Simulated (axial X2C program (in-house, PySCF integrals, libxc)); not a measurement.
**Low determinants of Si₂⁺ at the PBE0 level, two-component**

All values were computed with an axial X2C code built on PySCF integrals. Two-component (2c) means X2C with spin–orbit coupling and atomic mean-field two-electron Coulomb and Gaunt terms. Basis: Si dyall-v3z [8s7p2d1f] (cores contracted in-house); Gaussian nuclei, density fitting, unrestricted open shells. Masses: Si 27.977 u.

Search at 2.320 Å (vertical energies from the lowest determinant):

| ΔE (eV) | state | electrons beyond evenly filled partner blocks | electrons in ±ω = 1/2, 3/2, 5/2, 7/2 |
| --- | --- | --- | --- |
| 0.00 | Ω = 3/2 | ω = 3/2 | 22 5 0 0 |
| 0.31 | Ω = 1/2 | 2 × ω = -1/2, ω = 3/2 | 22 5 0 0 |
| 0.83 | Ω = 1/2 | ω = 1/2 | 23 4 0 0 |
| 0.85 | Ω = 5/2 | 2 × ω = 1/2, ω = 3/2 | 22 5 0 0 |
| 0.87 | Ω = 1/2 | ω = 1/2 | 21 6 0 0 |
| 2.50 | Ω = 7/2 | ω = 1/2, 2 × ω = 3/2 | 21 6 0 0 |
| 2.88 | Ω = 5/2 | ω = -1/2, 2 × ω = 3/2 | 21 6 0 0 |

Lowest determinant, Ω = 3/2 (⟨Sz⟩ = 1.50, ⟨Lz⟩ = 0.00 at PBE0): Re = 2.282 Å, ωe = 466.7 cm⁻¹.

The determinant in row 2 of the search, Ω = 1/2 (⟨Sz⟩ = 0.50, ⟨Lz⟩ = 0.00 at PBE0), was followed along the bond at PBE0; measured from the minimum of the lowest determinant it gives:

Te = 0.308 eV (2482 cm⁻¹), Re = 2.272 Å, ωe = 477.2 cm⁻¹.

Question: Compare the bond of the determinant in row 2 with that of the lowest one.

Answer: At PBE0 its Re is 0.010 Å shorter and its force constant, which goes as ωe², is 1.05 times that of the lowest determinant. This determinant mixes spin states, so it has no term energy of its own.

The search compares states at one distance, so a state with another bond length can lie lower; it is not exhaustive and yields mostly the lowest determinant of each block pattern, so other components and higher states of one pattern are missing. These are energies of single determinants, not of spin-adapted states; PBE0 term energies can be off by some tenths of an eV, and the functional has no current term. The lowest determinant need not be the ground state where others lie within half an eV.
